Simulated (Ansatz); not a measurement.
A made-up structure of CH5AlN, doublet:

| atom | x (Å) | y (Å) | z (Å) |
| --- | --- | --- | --- |
| C1 | -0.8091 | 0.8409 | -0.4553 |
| Al2 | 0.7682 | -0.2073 | 0.0018 |
| N3 | 0.6569 | -1.4596 | 1.2535 |
| H4 | -0.6475 | 1.8999 | -0.2308 |
| H5 | -1.7011 | 0.5125 | 0.0820 |
| H6 | 1.3268 | -2.1139 | 1.6579 |
| H7 | 2.2254 | 0.0834 | -0.5533 |
| H8 | 0.5235 | -2.4447 | 1.4307 |

It is relaxed with PBE-D4/def2-SVP and then PBE0-D4/def2-TZVP (Ansatz 0.2.0). Atoms count as bonded within 1.22 times the sum of their covalent radii (H–H: 0.88 Å). The end point is not checked to be a true minimum.

(1) Does its bonding change? (A judgement: the text doesn't fix the answer.)

Results:

(1) The calculation gives: No: no bond forms or breaks.

Where it ends: The first stage lowers the energy by 2.98 eV in 7 steps. It ends as CH₅AlN ([CH2][AlH][NH2]):
```
atom    x (Å)    y (Å)    z (Å)
  C1  -0.7353   0.7968  -0.1413
 Al2   0.8880  -0.1801   0.1863
  N3   0.8087  -1.6794   1.1233
  H4  -0.7787   1.7270  -0.7058
  H5  -1.7204   0.4935   0.2106
  H6   1.6046  -2.2557   1.3437
  H7   2.3046   0.2903  -0.3428
  H8  -0.0286  -2.0813   1.5124
```

Labels in which every atom is bracketed show which atoms are joined, not bond orders.

For scale, one of the runs: PBE0-D4/def2-TZVP relaxation, 129 basis functions, launched by `ansatz run in.yaml --threads 2 --pin off --events-out ev --progress --plain --max-ram 4352MiB`. The run took about 43 s on 2 CPU threads of an AMD EPYC 7571 (shared host).
